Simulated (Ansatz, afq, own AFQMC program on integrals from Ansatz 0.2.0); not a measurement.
AFQMC on a folder of integrals that Ansatz 0.2.0 wrote.

```yaml
crystal:
  periodic: [false, false, false]
  atoms:
    - {symbol: N, position_ang: [-0.453220, 0.753731, -0.379704]}
    - {symbol: Zn, position_ang: [0.605969, -0.580036, 0.245757]}
    - {symbol: Cl, position_ang: [1.976115, -2.032686, 0.917343]}
    - {symbol: H, position_ang: [-1.088761, 0.514606, -1.137573]}
    - {symbol: H, position_ang: [-0.990303, 1.270686, 0.312776]}
basis:
  gaussian: {orbitals: def2-TZVP}
magnetization: {spin_polarized: false}
correlation: {method: ccsd_t, electrons: outside_noble_gas, hamiltonian_folder: ham}
```

```sh
$ ansatz run in.yaml --threads 1 --pin off --events-out ev --progress --plain --max-ram 16896MiB --backend cuda --devices 0, --max-vram 18GiB
```

Options of the walk:

```
--method phaseless --trial cisd --walkers 2000 --populations 20 --least-time 60 --time-step 0.005 --steps-per-block 50 --equilibration-blocks 40 --max-blocks 4000 --target-error 0.0003 --factor-cut 1e-05 --seed 3402 --release-times 0.21,0.42,0.63,0.9 --release-step 0.03 --release-every 5 --taylor-order 6
```

Times are imaginary, in 1/Eh. The walk had a cap of 364 s. With eight or more populations the least sampling time is a fifth of least-time, and the error comes from their spread.

```
orbitals 113  electrons 13 13  factors 863 of 918
reference energy -2293.01835824 Eh
CCSD correlation -0.80596895 Eh in 13 cycles, weight of the determinant in the CISD state 0.8154
energy of the start -2293.824330 Eh
 block  time / (1/Eh)  mean weight  energy / Eh
     1     0.250  1.0000  -2293.809724
     2     0.500  0.9988  -2293.827997
     3     0.750  1.0002  -2293.834540
     4     1.000  0.9986  -2293.838158
     5     1.250  1.0011  -2293.843109
    10     2.500  1.0002  -2293.849837
    25     6.250  1.0006  -2293.846382
    28     7.000  1.0001  -2293.845135
    40    10.000  0.9992  -2293.849606
    43    10.750  0.9996  -2293.857310
    55    13.750  1.0007  -2293.853220
    70    17.500  1.0002  -2293.849201
    85    21.250  0.9987  -2293.848011
   100    25.000  0.9993  -2293.852982
   115    28.750  0.9993  -2293.854598
   130    32.500  0.9996  -2293.851604
error from the spread of 20 populations
released: time / (1/Eh)  energy / Eh  error  mean overlap
  0.21  -2293.852655  0.000542  0.9916
  0.42  -2293.851574  0.000635  0.9947
  0.63  -2293.852487  0.000408  0.9870
  0.90  -2293.852412  0.000753  0.9816
energy -2293.851718 +/- 0.000277 Eh
(rows thinned)
```

Task: Estimate how long the walk took on 1 × NVIDIA H100 80GB HBM3 with 2 threads of AMD EPYC 7R13 Processor (Zen 3) (shared host) (the card was shared).

Result: 5.4 min of wall time.

The run passed its tests (sampling time, drift between the halves within three errors, error under three times the target), which doesn't prove that it has relaxed.

Against this walk (error 7.5 meV) on the same determinant: CCSD(T) 32.9 meV higher. The error is statistical and leaves out the bias of the constraint. Released to 0.63 1/Eh the energy moves by -21 ± 13 meV (both errors), within twice the noise.

Cautions: constraint bias not in the error; no relativity below Rb; outer-core shells of the metal frozen.
